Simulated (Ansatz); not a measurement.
Born–Oppenheimer molecular dynamics of CH$_{8}$BN (11 atoms, charge 0, multiplicity 1). It starts from a relaxed structure.

Method: Ansatz 0.2.0, RKS PBE0-D4/6-31G*.

```yaml
ensemble: NVT, Langevin thermostat
time_step: 0.5 fs
steps_asked: 166
set_temperature: 100 K
friction: 0.01 /fs
seed: 892526
```

First frame:

```xyz
11
Properties=species:S:1:pos:R:3
B -0.829 1.040 -0.206
N -0.351 -0.500 0.071
C 1.110 -0.663 0.155
H -2.043 0.991 -0.245
H -0.322 1.343 -1.269
H -0.400 1.680 0.734
H -0.787 -0.819 0.935
H -0.724 -1.089 -0.671
H 1.474 -0.022 0.959
H 1.542 -0.316 -0.784
H 1.396 -1.704 0.342
```

Q: What does the run give?

A: The run went to its last step.

```yaml
steps_done: 166
time_covered: 83 fs
mean_temperature_over_the_second_half: 75 K
spread_of_the_potential_energy_over_the_second_half: 1.4 meV per atom
mean_potential_energy_of_the_second_half_above_the_start: 7.5 meV per atom
```

The mean temperature of the second half is 25 % below the set value. A run of 0.083 ps of so small a system gives no equilibrium averages.

Q: What happens to the structure?

A: The same pairs are bonded in the first frame and the last. Pairs count as bonded within 1.25 times the sum of covalent radii (0.12 Å more for H–H). Another seed would give other details.

Q: How do temperature and energy run in time?

A: 
```json
{"time (fs)": "0.0", "T (K)": "91", "potential energy less start (eV)": "0.000"}
{"time (fs)": "2.5", "T (K)": "65", "potential energy less start (eV)": "0.051"}
{"time (fs)": "5.0", "T (K)": "64", "potential energy less start (eV)": "0.063"}
{"time (fs)": "7.5", "T (K)": "43", "potential energy less start (eV)": "0.097"}
{"time (fs)": "10.0", "T (K)": "64", "potential energy less start (eV)": "0.073"}
{"time (fs)": "12.5", "T (K)": "62", "potential energy less start (eV)": "0.076"}
{"time (fs)": "15.0", "T (K)": "62", "potential energy less start (eV)": "0.091"}
{"time (fs)": "17.5", "T (K)": "41", "potential energy less start (eV)": "0.115"}
{"time (fs)": "20.0", "T (K)": "68", "potential energy less start (eV)": "0.087"}
{"time (fs)": "22.5", "T (K)": "67", "potential energy less start (eV)": "0.086"}
{"time (fs)": "25.0", "T (K)": "59", "potential energy less start (eV)": "0.090"}
{"time (fs)": "27.5", "T (K)": "63", "potential energy less start (eV)": "0.093"}
{"time (fs)": "30.0", "T (K)": "56", "potential energy less start (eV)": "0.094"}
{"time (fs)": "32.5", "T (K)": "70", "potential energy less start (eV)": "0.077"}
{"time (fs)": "35.0", "T (K)": "66", "potential energy less start (eV)": "0.088"}
{"time (fs)": "37.5", "T (K)": "72", "potential energy less start (eV)": "0.085"}
{"time (fs)": "40.0", "T (K)": "78", "potential energy less start (eV)": "0.085"}
{"time (fs)": "42.5", "T (K)": "77", "potential energy less start (eV)": "0.086"}
{"time (fs)": "45.0", "T (K)": "84", "potential energy less start (eV)": "0.073"}
{"time (fs)": "47.5", "T (K)": "75", "potential energy less start (eV)": "0.078"}
{"time (fs)": "50.0", "T (K)": "85", "potential energy less start (eV)": "0.066"}
{"time (fs)": "52.5", "T (K)": "86", "potential energy less start (eV)": "0.066"}
{"time (fs)": "55.0", "T (K)": "83", "potential energy less start (eV)": "0.063"}
{"time (fs)": "57.5", "T (K)": "66", "potential energy less start (eV)": "0.084"}
{"time (fs)": "60.0", "T (K)": "64", "potential energy less start (eV)": "0.082"}
{"time (fs)": "62.5", "T (K)": "56", "potential energy less start (eV)": "0.095"}
{"time (fs)": "65.0", "T (K)": "78", "potential energy less start (eV)": "0.083"}
{"time (fs)": "67.5", "T (K)": "79", "potential energy less start (eV)": "0.089"}
{"time (fs)": "70.0", "T (K)": "74", "potential energy less start (eV)": "0.090"}
{"time (fs)": "72.5", "T (K)": "68", "potential energy less start (eV)": "0.098"}
{"time (fs)": "75.0", "T (K)": "66", "potential energy less start (eV)": "0.096"}
{"time (fs)": "77.5", "T (K)": "65", "potential energy less start (eV)": "0.104"}
{"time (fs)": "80.0", "T (K)": "93", "potential energy less start (eV)": "0.062"}
{"time (fs)": "82.5", "T (K)": "92", "potential energy less start (eV)": "0.077"}
```

The run took 3.7 min on 1 thread of Arm Neoverse V2, with other jobs on the host, peak memory 0.1 GiB.
